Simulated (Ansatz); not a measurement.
Two structures of CH$_{10}$Si$_{2}$, closed shell, reached by relaxing down either side of one saddle point (PBE0-D4/def2-TZVP). Energies are electronic, without zero-point energy. Computed with Ansatz 0.2.0 (basis: def2-TZVPP and def2-QZVPP); correlated methods freeze the cores. Extrapolation: Hartree–Fock as exp(−7.88 √X), correlation as X^−2.97. First:

Si1  (0.569, 1.101, 1.672)
Si2  (1.423, -0.805, 0.620)
H3  (-0.630, 1.607, 0.953)
H4  (0.184, 0.782, 3.073)
H5  (1.598, 2.175, 1.696)
H6  (-0.836, -0.937, -2.179)
C7  (-1.598, -0.237, -1.837)
H8  (2.626, -1.289, 1.350)
H9  (0.408, -1.892, 0.605)
H10  (1.813, -0.495, -0.782)
H11  (-2.414, -0.208, -2.559)
H12  (-1.162, 0.758, -1.743)
H13  (-1.981, -0.559, -0.870)
(Å)

Second:

```json
{"atom": "Si1", "x (Å)": "-0.8577", "y (Å)": "1.3108", "z (Å)": "0.7087"}
{"atom": "Si2", "x (Å)": "1.8137", "y (Å)": "-1.6777", "z (Å)": "0.1422"}
{"atom": "H3", "x (Å)": "-1.2189", "y (Å)": "2.7346", "z (Å)": "0.9477"}
{"atom": "H4", "x (Å)": "-1.4745", "y (Å)": "0.4854", "z (Å)": "1.7817"}
{"atom": "H5", "x (Å)": "0.6221", "y (Å)": "1.1877", "z (Å)": "0.8230"}
{"atom": "H6", "x (Å)": "0.4345", "y (Å)": "-1.8385", "z (Å)": "0.6704"}
{"atom": "C7", "x (Å)": "-1.4416", "y (Å)": "0.7562", "z (Å)": "-0.9790"}
{"atom": "H8", "x (Å)": "2.6609", "y (Å)": "-1.0038", "z (Å)": "1.1567"}
{"atom": "H9", "x (Å)": "2.3772", "y (Å)": "-3.0170", "z (Å)": "-0.1662"}
{"atom": "H10", "x (Å)": "1.7729", "y (Å)": "-0.8637", "z (Å)": "-1.0991"}
{"atom": "H11", "x (Å)": "-1.1889", "y (Å)": "-0.2918", "z (Å)": "-1.1526"}
{"atom": "H12", "x (Å)": "-0.9747", "y (Å)": "1.3532", "z (Å)": "-1.7657"}
{"atom": "H13", "x (Å)": "-2.5249", "y (Å)": "0.8644", "z (Å)": "-1.0676"}
```

(1) Which bonds change from the first to the second?

(2) Give the saddle point's structure and its height above each. (Judge from chemistry; the value comes from the calculation.)

The T1 diagnostic stays at or below 0.012.

Answers

(1) Si₂H₆ ([SiH3][SiH3]) + CH₄ → CH₆Si ([CH3][SiH3]) + SiH₄; bonds formed: Si1–C7, Si2–H6; bonds broken: Si1–Si2, H6–C7.

(2) By the calculation: 3.639 eV above the first and 3.560 eV above the second (CCSD(T) at an estimated basis limit (MP2 extrapolated from triple and quadruple zeta, plus CCSD(T) − MP2 in triple zeta)).
```tsv
atom	x (Å)	y (Å)	z (Å)
Si1	-0.2014	0.9054	0.7407
Si2	1.4615	-1.1477	0.2587
H3	-1.2615	1.9869	0.7821
H4	-0.4406	0.1660	2.0073
H5	1.0482	1.6894	0.5571
H6	-0.2216	-0.2326	-0.4579
C7	-1.3264	0.2870	-1.0167
H8	2.3245	-0.8658	1.4468
H9	0.9965	-2.5659	0.3963
H10	2.3609	-1.1124	-0.9394
H11	-1.2129	-0.5338	-1.7355
H12	-1.2480	1.2393	-1.5402
H13	-2.2791	0.1839	-0.4991
```

Labels in which every atom is bracketed show which atoms are joined, not bond orders.

For scale, one of the runs: CCSD(T)/def2-TZVPP, 255 basis functions, launched by `ansatz run in.yaml --threads 4 --pin off --events-out ev --progress --plain --max-ram 9574MiB`. Time: 66 s of wall clock on 4 CPU threads of an AMD EPYC 7R43; the host was shared. Peak host memory: 5.3 GiB.
